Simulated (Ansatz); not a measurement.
Ge–AsH2, quartet: the ladder up to RCCSDTQ

Geometry: that of the Ge–AsH2, doublet, kept fixed. The doublet lies 2.3 eV lower here.

```json
{"atom": "Ge", "x (Å)": "0.0000", "y (Å)": "0.0000", "z (Å)": "1.1907"}
{"atom": "As", "x (Å)": "0.0000", "y (Å)": "0.0000", "z (Å)": "-1.0996"}
{"atom": "H", "x (Å)": "0.0000", "y (Å)": "1.1742", "z (Å)": "-2.0399"}
{"atom": "H", "x (Å)": "0.0000", "y (Å)": "-1.1742", "z (Å)": "-2.0399"}
```

Basis cc-pVDZ; Ansatz 0.2.0. Only valence electrons are correlated (noble-gas cores and the filled d shells of p-block atoms frozen), which leaves 11 electrons in 36 orbitals. R marks a restricted (for open shells ROHF) determinant, U an unrestricted one. Active spaces: valence = (11e, 10o) chosen from the atoms' valence shells. No spin–orbit coupling is included, and no scalar relativity.

Full CI isn't at hand for all of this; RCCSDTQ serves as the reference, and is uncertain by about the last step of the cluster series. The frozen core follows each run's orbitals, which can shift R against U totals by a few meV for light atoms and by up to 0.1 eV past Ca.

For open shells CISD is restricted-active-space CI with the open shells as a complete middle space.

```
UHF ⟨S²⟩                          : 3.795
T1 diagnostic (RCCSD)             : 0.0193
largest doubles amplitude (RCCSD) : 0.048
```

```
   level  E − E(RHF) (eV)
    RMP2          -4.3564
   RCCSD          -5.2829
RCCSD(T)          -5.4287
```

Task: Estimate how far RCCSDTQ in cc-pVDZ lies from RCCSD(T). The table doesn't fix it; the size of (T) and the diagnostics are the guide.

Result: RCCSDTQ in cc-pVDZ lies 3.8 kJ/mol below RCCSD(T), which is 27 % of the (T) step (-14.1 kJ/mol). The diagnostics give no warning, yet the rest is a sizeable part of (T).

The other levels:

| level | E − E(RCCSDTQ) (kJ/mol) | share of correlation (%) | wall time |
| --- | --- | --- | --- |
| CISD | 54.8 | 89.60 | 13 s |
| BCCD(T) | 3.8 | 99.29 | 19 s |
| RCCSDT | 0.9 | 99.83 | – |
| RCCSDT(Q) | 0.1 | 99.98 | 32 s |
| CASSCF (valence space) | 386.9 | 26.66 | – |
| NEVPT2 (valence space) | 96.6 | 81.69 | 14 s |
| MRCISD (valence space) | 31.7 | 93.99 | – |
| MRCISD+Q (valence space) | 2.8 | 99.47 | 15 s (H100) |

The correlation energy at RCCSDTQ, counted from RHF, is -5.468 eV. That run took 61 s on 2 threads of AMD EPYC 7R13 with a shared H100 80 GB, shared host.

Run but not shown, since their state, orbitals or frozen core can't be matched to the reference's or they repeat it: UHF, UMP2, UCCSD, UCCSD(T), UCCSDT, UCCSDT(Q).

Times hold each run's SCF and search for its determinant on a shared host, so for small cases they say little of a method's own cost; rows without a card ran on 1 thread of AMD EPYC 7R13. Some runs computed forces too.

Natural occupations of CASSCF (valence space) about the gap: 1.992 1.978 1.969 1.962 1.003 1.000 0.998 0.047 0.028 0.024; effectively unpaired electrons, Σ n²(2−n)², 3.03.
